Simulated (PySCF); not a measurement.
# C3H4: the cost of one run

Computed with PySCF 2.14.0, with density-fitted response routines of our own, on a single molecule in the gas phase. Atoms are numbered from 0 throughout.

### Step 1. Starting geometry

7 atoms, charge 0, multiplicity 1; geometry from: MMFF94s. The atoms were then displaced at random by about 0.03 Å, so the start is not that level's minimum.

Bonds of the start (Å): C0–C1 1.28, C1–C2 1.51, C0–H3 1.11, C2–H4 1.07, C2–H5 1.06, C2–H6 1.10.

### Step 2. Geometry optimisation at PBE0-D3(BJ)/def2-SVP

Job settings and geometry (Å):

```
{"job": {"xc": "PBE0", "basis": "def2-SVP", "d3": "d3bj", "grid": 1, "shake": 0.03, "kind": "geom"}, "charge": 0, "multiplicity": 1}
C      1.760040    -0.162410    -0.016940
C      0.487740    -0.039060     0.075100
C     -1.010990     0.041010     0.190950
H      2.858300    -0.132460    -0.138630
H     -1.419370     0.370650    -0.746220
H     -1.380100    -0.918730     0.454320
H     -1.203760     0.738990     1.012480
```

On the command line:

```
OMP_NUM_THREADS=1 python probes_run.py task.json out
```

This one command runs all jobs of the session in turn.

**Question.** How long does this first job take on 1 thread of Arm Neoverse V1, shared host, and how much memory does it need?

About 6.9 s, with a peak of 0.27 GiB.
